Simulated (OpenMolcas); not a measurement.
**Predicting a hybrid from its neighbours: SiHCl**

The species is SiHCl (3 atoms), meant as a singlet with charge 0. As SMILES, `[SiH]Cl`. The shape is that of a PBE0-D4/def2-TZVP optimisation.

The dipole moment y, in D, basis cc-pVTZ; a is the functional's share of exact exchange. Programs: OpenMolcas 26.06.

| functional | program | a | y (D) |
| --- | --- | --- | --- |
| BLYP | OpenMolcas | 0 | 0.88 |
| r2SCAN | OpenMolcas | 0 | 0.87 |
| B3LYP | OpenMolcas | 0.2 | 1.01 |
| PBE0 | OpenMolcas | 0.25 | ? |
| BHLYP | OpenMolcas | 0.5 | 1.17 |

Fit y = c + s·a to the known rows and predict PBE0.


1. Means of the 4 rows: a = 0.1750, y = 0.982.
2. Σ(Δa)² = 0.1675, Σ(Δa·Δy) = 0.09925, so the slope is 0.09925/0.1675 = 0.59254.
3. Intercept: 0.982 − (0.59254) × 0.1750 = 0.878. The largest residual of the fit is 0.013.
4. PBE0: 0.878 + (0.59254) × 0.25 = 1.03 D.

The run gave 0.99 D, so the prediction is off by +0.04 D, more than the largest residual. More exact exchange makes the molecule more polar here.
